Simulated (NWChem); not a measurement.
Molecule: hydrogen sulfide (H₂S); SMILES S

```xyz
3

S      0.0000     0.0000     0.1056
H      0.9740     0.0000    -0.8447
H     -0.9740     0.0000    -0.8447
```
Atoms are numbered in this order, from 1.

Geometry: optimised at PBE-D3(BJ)/def2-SVP. B3LYP is NWChem's, with the RPA form of VWN correlation.

Symmetry labels are those of C2v in the frame above (b1 and b2, or b-type labels, depend on it).

Problem. List the 6 lowest vertical singlet excitations from B3LYP/def2-SVP, TDA (NWChem).

Solution. 
```csv
state,energy (eV),oscillator strength,symmetry,leading excitation (squared amplitude)
S1,6.18,0.000,a2,HOMO → LUMO (1.00)
S2,6.70,0.002,b2,HOMO → LUMO+1 (1.00)
S3,9.88,0.143,a1,HOMO−1 → LUMO+1 (0.90)
S4,10.23,0.139,b1,HOMO−1 → LUMO (0.85)
S5,12.17,0.769,b1,HOMO−2 → LUMO+1 (0.87)
S6,13.03,0.712,a1,HOMO−2 → LUMO (0.86)
```
